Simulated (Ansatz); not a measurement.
**CH₄Si: one species, many methods**

One table from this session's results is given with a row withheld; the runs are named, their logs left out.

The runs use Ansatz 0.2.0, Gaussian basis; functionals in def2-TZVPP, the program's frozen cores in correlated methods.

The runs, in order: LDA (SPW92), PBE-D4, revPBE-D4, BLYP-D4, r2SCAN-D4, B97M-V, PBE0-D4, B3LYP-D4, r2SCANh-D4, r2SCAN0-D4, HSE06-D4, BHLYP-D4, CAM-B3LYP-D4, LC-ωPBE, ωB97X-V, ωB97M-V, B2PLYP, PBE-QIDH; CCSD(T)/def2-SVP; CCSD(T)/def2-TZVPP; CCSD(T)/def2-QZVPP; extrapolation to the limit; RPA on PBE.

## The relaxed structure

An earlier PBE0-D4 in a triple-zeta def2 set relaxation fixed the geometry.

SMILES `C[SiH]`, 6 atoms, charge 0, spin multiplicity 1.

Atoms are counted from 1 here; the program's logs count them from 0.

Bond lengths: C1–Si2 1.892 Å, C1–H3 1.098 Å, C1–H4 1.091 Å, C1–H5 1.098 Å, Si2–H6 1.531 Å. Angles: Si2–C1–H3 109.7°, Si2–C1–H4 113.8°, Si2–C1–H5 109.5°, H3–C1–H4 109.0°, H3–C1–H5 105.5°, H4–C1–H5 109.0°, C1–Si2–H6 94.2°.

The first run:

in.yaml

```yaml
crystal:
  periodic: [false, false, false]
  atoms:
    - {symbol: C, position_ang: [-0.093516, -0.365984, -0.370345]}
    - {symbol: Si, position_ang: [0.917299, 0.209775, 1.122309]}
    - {symbol: H, position_ang: [-1.156892, -0.410100, -0.102198]}
    - {symbol: H, position_ang: [0.214952, -1.335643, -0.762996]}
    - {symbol: H, position_ang: [-0.024007, 0.381989, -1.170808]}
    - {symbol: H, position_ang: [0.142164, 1.519973, 1.284048]}
basis:
  gaussian: {orbitals: def2-TZVPP}
hamiltonian: {xc: lda}
output: {orbitals: {seedname: orbitals}}
```

Among the steps run: LDA; PBE-D4 (GGA); revPBE-D4 (GGA); BLYP-D4 (GGA); r2SCAN-D4 (meta-GGA); B97M-V (meta-GGA); PBE0-D4 (hybrid); B3LYP-D4 (hybrid); r2SCANh-D4 (hybrid); r2SCAN0-D4 (hybrid); HSE06-D4 (hybrid); BHLYP-D4 (hybrid); CAM-B3LYP-D4 (range-separated); LC-ωPBE-D4 (range-separated; the results give it without D4); ωB97X-V (range-separated); ωB97M-V (range-separated); B2PLYP (double hybrid); PBE-QIDH (double hybrid).

One of the session's tables, all rows but one given; the rest of the session is left out.

It belongs to the step «Frontier levels by functional». 

```
  functional  HOMO (eV)  LUMO (eV)  gap (eV)
 LDA (SPW92)      -5.31      -3.59      1.72
      PBE-D4      -5.26      -3.41      1.85
   revPBE-D4          ?          ?         ?
     BLYP-D4      -5.15      -3.27      1.88
   r2SCAN-D4      -5.45      -3.24      2.21
      B97M-V      -5.53      -3.22      2.30
     PBE0-D4      -6.30      -2.53      3.77
    B3LYP-D4      -6.14      -2.73      3.41
  r2SCANh-D4      -5.84      -2.92      2.92
  r2SCAN0-D4      -6.42      -2.44      3.98
    HSE06-D4      -5.90      -2.91      2.99
    BHLYP-D4      -7.25      -1.57      5.68
CAM-B3LYP-D4      -7.59      -1.42      6.17
     LC-ωPBE      -8.88      -0.28      8.59
     ωB97X-V      -8.56      -0.39      8.17
     ωB97M-V      -8.39      -0.53      7.86
```

Q: Estimate the row for revPBE-D4 from the others.

As computed: HOMO (eV): -5.24; LUMO (eV): -3.34; gap (eV): 1.90. In the column «HOMO (eV)» it lies between PBE-D4 (-5.26) and BLYP-D4 (-5.15).
